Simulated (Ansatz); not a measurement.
Wurtzite CdS, treated with r²SCAN0 (Ansatz, a quantum-chemistry and plane-wave program, PAW).

Total energies, extrapolated to zero smearing (they compare only within this program, potentials and cutoff; free atoms with spin allowed, lowest state found):

```
system                 energy (eV/atom)
---------------------  ----------------
wurtzite CdS, relaxed        -4587.6024
free Cd atom                 -8266.8507
free S atom                   -902.7901
```

Work out the cohesive energy per atom.

E_coh = [1 × (-8266.8507) + 1 × (-902.7901)]/2 − (-4587.6024) = 2.78 eV/atom. The reference value is 2.87 ± 0.03 eV/atom (worked out here from tabulated enthalpies at 298 K, copied from a table, unchecked, brought to a static lattice with a Debye model, atoms in their spin–orbit ground levels; inputs from the CRC Handbook), a difference of -0.09 eV/atom.

The PAW data were made under PBE.
